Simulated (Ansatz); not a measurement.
Compare A (`COC=O`) with its isomer B (`C1OCO1`).

Computed with Ansatz on PBE0-D4/def2-TZVP structures; ΔE is electronic, products minus reactants. CCSD(T)/CBS is the MP2 limit (def2-TZVPP, def2-QZVPP) plus CCSD(T) − MP2 in def2-TZVPP, frozen cores. Functionals use def2-TZVPP. B3LYP here is the variant with VWN-RPA as its local correlation; programs differ in this. One conformer a species, not always the lowest.

Q: Which isomer does CCSD(T)/CBS put lower? Give the gap. (Estimate.)

A: The calculation gave: A, by 153.0 kJ/mol.

Q: Give E(B) − E(A) in kJ/mol with CCSD(T)/def2-TZVPP, LDA (SPW92), MP2/def2-TZVPP, CCSD/def2-TZVPP, HF/def2-TZVPP, B3LYP-D4, PBE0-D4. (An estimate is asked.)

A: The calculation gave: CCSD(T)/def2-TZVPP 152.5, LDA (SPW92) 148.7, MP2/def2-TZVPP 157.2, CCSD/def2-TZVPP 148.5, HF/def2-TZVPP 154.7, B3LYP-D4 165.7, PBE0-D4 147.1. None reverses the order clearly.

Q: Does the order hold for the free energy at 298.15 K (harmonic terms from PBE0-D4)? (Best estimate.)

A: The calculation gave: Yes: G(B) − G(A) = +161.5 kJ/mol, for one conformer each.

Largest T1 diagnostic: 0.015.

At CCSD(T), def2-SVP lies +14.0 kJ/mol from the extrapolated value and def2-TZVPP −0.5 kJ/mol. From BLYP to BHLYP (50 % exact exchange), in def2-TZVPP and without D4, E(B) − E(A) moves by −21.7 kJ/mol.
